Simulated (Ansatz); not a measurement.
A made-up structure of CH$_{3}$Mg, doublet:

```
atom    x (Å)    y (Å)    z (Å)
  C1  -0.1905  -0.6946   0.1447
 Mg2   0.2399   0.8752  -0.1824
  H3  -1.2277  -0.8982   0.4103
  H4   0.5805  -1.4623   0.0815
  H5   0.5979   2.1798  -0.4541
```

It is relaxed with PBE-D4/def2-SVP and then PBE0-D4/def2-TZVP (Ansatz 0.2.0). Atoms count as bonded within 1.22 times the sum of their covalent radii (H–H: 0.88 Å). The end point is not checked to be a true minimum.

Does its bonding change? (Judge from chemistry; the calculation decides.)

The calculation gives: No: no bond forms or breaks.

Where it ends: The first stage lowers the energy by 2.69 eV in 6 steps. It ends as CH₃Mg ([CH2][MgH]):
| atom | x (Å) | y (Å) | z (Å) |
| --- | --- | --- | --- |
| C1 | -0.2354 | -0.8578 | 0.1780 |
| Mg2 | 0.2965 | 1.0806 | -0.2244 |
| H3 | -1.2370 | -1.1959 | 0.4548 |
| H4 | 0.4375 | -1.7185 | 0.1503 |
| H5 | 0.7385 | 2.6915 | -0.5587 |

Labels in which every atom is bracketed show which atoms are joined, not bond orders.

For scale, one of the runs: PBE0-D4/def2-TZVP relaxation, 81 basis functions, launched by `ansatz run in.yaml --threads 2 --pin off --events-out ev --progress --plain --max-ram 4352MiB`. Hardware: 2 CPU threads of an Arm Neoverse V1, shared host. Wall time about 6.5 s.
